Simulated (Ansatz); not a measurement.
AlH2Et (C₂H₇Al), 10 atoms. Hardware: 4 threads of Arm Neoverse V2 on a shared host.

Correlated methods freeze 7 core orbitals.

(1) How many basis functions does each of these Ansatz runs have, and roughly what does it cost? PBE-D4/def2-TZVP, charge 0 singlet, energy, from earlier orbitals; PBE0-D4/def2-TZVPD, charge -1 doublet at the geometry of the charge 0 singlet, energy, from earlier orbitals; PBE0-D4/def2-SVP, charge -1 doublet at the geometry of the charge 0 singlet, energy with a search over starts; PBE-D4/def2-TZVP, charge 0 triplet at the geometry of the charge 0 singlet, energy, from earlier orbitals; CCSD(T)/def2-TZVPP, charge 1 doublet at the geometry of the charge 0 singlet, energy, from earlier orbitals; PBE-D4/def2-TZVP, charge 1 doublet at the geometry of the charge 0 singlet, energy, from earlier orbitals; B3LYP-D4/6-31G, charge 0 singlet, energy; MP2/def2-TZVP, charge 0 singlet, energy, from earlier orbitals; LDA (SPW92)/def2-TZVP, charge 0 singlet, energy, from earlier orbitals; PBE0-D4/def2-TZVP, charge 0 triplet at the geometry of the charge 0 singlet, energy; r2SCAN-D4/def2-TZVP, charge 0 triplet at the geometry of the charge 0 singlet, energy, from earlier orbitals; HF/6-31G, charge 0 singlet, energy.

## Answers

(1) Other jobs shared the machine, so times can vary by a factor of up to 3. A dash marks memory too small to be measured apart from the calling script's.

```
                                                                                                          run  functions  fitting or Cholesky vectors  wall time  peak host memory (GiB)
                                                                           HF/6-31G, charge 0 singlet, energy         45                          616     0.15 s                       –
                                                                     B3LYP-D4/6-31G, charge 0 singlet, energy         45                          616     0.35 s                       –
                                       LDA (SPW92)/def2-TZVP, charge 0 singlet, energy, from earlier orbitals        141                          927      0.5 s                       –
                                               MP2/def2-TZVP, charge 0 singlet, energy, from earlier orbitals        141                          967     0.55 s                       –
                                            PBE-D4/def2-TZVP, charge 0 singlet, energy, from earlier orbitals        141                          927     0.75 s                       –
PBE0-D4/def2-SVP, charge -1 doublet at the geometry of the charge 0 singlet, energy with a search over starts         81                          816     0.95 s                       –
    PBE-D4/def2-TZVP, charge 0 triplet at the geometry of the charge 0 singlet, energy, from earlier orbitals        141                          927      1.4 s                       –
    PBE-D4/def2-TZVP, charge 1 doublet at the geometry of the charge 0 singlet, energy, from earlier orbitals        141                          927      1.5 s                       –
                          PBE0-D4/def2-TZVP, charge 0 triplet at the geometry of the charge 0 singlet, energy        141                          947      2.2 s                       –
 PBE0-D4/def2-TZVPD, charge -1 doublet at the geometry of the charge 0 singlet, energy, from earlier orbitals        180                          999      2.6 s                       –
 r2SCAN-D4/def2-TZVP, charge 0 triplet at the geometry of the charge 0 singlet, energy, from earlier orbitals        141                          927      3.3 s                       –
  CCSD(T)/def2-TZVPP, charge 1 doublet at the geometry of the charge 0 singlet, energy, from earlier orbitals        202                         1154    7.8 min                     2.3
```
